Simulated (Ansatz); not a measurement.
# BSiH2 (sextet): wave-function methods side by side, def2-TZVPP

One table from this session's results is given with a row withheld; the runs are named, their logs left out.

Method: def2-TZVPP, core rule «outside noble gas», up to 6 orbitals frozen; program: Ansatz 0.2.0, Gaussian basis.

To be run: UHF; ROHF; CCSD(T) on UHF.

## The system

The geometry is a PBE0/def2-TZVP stationary point (not a proven minimum) of the parent state, kept for this charge and spin.

4 atoms, charge 0, spin multiplicity 6.

Atoms are counted from 1 here; the program's logs count them from 0.

Bond lengths: Si1–B2 1.871 Å, Si1–H3 1.488 Å, Si1–H4 1.488 Å. Angles: B2–Si1–H3 125.4°, B2–Si1–H4 125.4°, H3–Si1–H4 109.2°.

The first run:

in.yaml reads:

```yaml
crystal:
  periodic: [false, false, false]
  atoms:
    - {symbol: Si, position_ang: [0.000000, 0.000000, 0.451790]}
    - {symbol: B, position_ang: [0.000000, 0.000000, -1.418773]}
    - {symbol: H, position_ang: [0.000000, 1.212692, 1.314369]}
    - {symbol: H, position_ang: [0.000000, -1.212692, 1.314369]}
basis:
  gaussian: {orbitals: def2-TZVPP}
magnetization: {spin_polarized: true, initial_magnetization: 5}
hamiltonian: {xc: hf}
output: {orbitals: {seedname: orbitals}}
```

Run with:

```bash
$ ansatz run in.yaml --threads 1 --pin off --events-out ev --progress --plain --max-ram 4096MiB --backend cpu
```

Among the steps run: UHF; ROHF; CCSD(T) on UHF.

One of the session's tables, all rows but one given; the rest of the session is left out.

It belongs to the step «Misses and costs». 

| method | from UCCSD(T) (kcal/mol) |
| --- | --- |
| ROHF | +102.40 |
| UHF | +100.77 |
| UMP2 | +23.39 |
| UCCSD | ? |
| UCCSD(T) | 0 |

**Question.** Estimate the row for UCCSD.

The run gave: from UCCSD(T) (kcal/mol): +3.65. In the column «from UCCSD(T) (kcal/mol)» it lies between UCCSD(T) (0) and UMP2 (+23.39).
